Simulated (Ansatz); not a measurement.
**CHOSi+ (triplet): wave-function methods side by side, def2-QZVPP**

An exercise on one series of results from a longer session: the logs are not shown, and one member is left open.

Program: Ansatz 0.2.0, Gaussian basis. Level of theory: def2-QZVPP, core rule «outside noble gas», up to 7 orbitals frozen. These are calculated values, not measurements.

To be run: UHF; ROHF; CCSD(T) on UHF.

2 further runs of the same task are left out: 2 set aside as unsound or not needed.

## What is computed

The geometry is a PBE0/def2-TZVP stationary point (not a proven minimum) of the parent state, kept for this charge and spin.

4 atoms, charge 1, spin multiplicity 3.

Atoms are counted from 1 here; the program's logs count them from 0.

Bond lengths: O1–C2 1.143 Å, C2–Si3 1.838 Å, Si3–H4 1.523 Å. Angles: O1–C2–Si3 173.7°, C2–Si3–H4 83.4°.

The first run:

in.yaml

```yaml
crystal:
  periodic: [false, false, false]
  atoms:
    - {symbol: O, position_ang: [0.000000, 0.008101, 1.755319]}
    - {symbol: C, position_ang: [0.000000, 0.052092, 0.612788]}
    - {symbol: Si, position_ang: [0.000000, -0.078659, -1.220644]}
    - {symbol: H, position_ang: [0.000000, 1.442456, -1.152508]}
basis:
  gaussian: {orbitals: "def2-QZVPP.json"}
total_charge: 1
magnetization: {spin_polarized: true, initial_magnetization: 2}
hamiltonian: {xc: hf}
output: {orbitals: {seedname: orbitals}}
```

On the command line:

```bash
$ ansatz run in.yaml --threads 1 --pin off --events-out ev --progress --plain --max-ram 2393MiB
```

Among the steps run: UHF; ROHF; CCSD(T) on UHF.

One table of the session follows, with a row left open; its other results are not shown here.

| method | from UCCSD(T) (kJ/mol) |
| --- | --- |
| ROHF | +1315.2 |
| UHF | ? |
| UMP2 | +89.8 |
| UCCSD | +65.2 |
| UCCSD(T) | 0 |

**Question.** Estimate the row for UHF.

**Answer.** from UCCSD(T) (kJ/mol): +1306.1. In the column «from UCCSD(T) (kJ/mol)» it lies between UMP2 (+89.8) and ROHF (+1315.2).
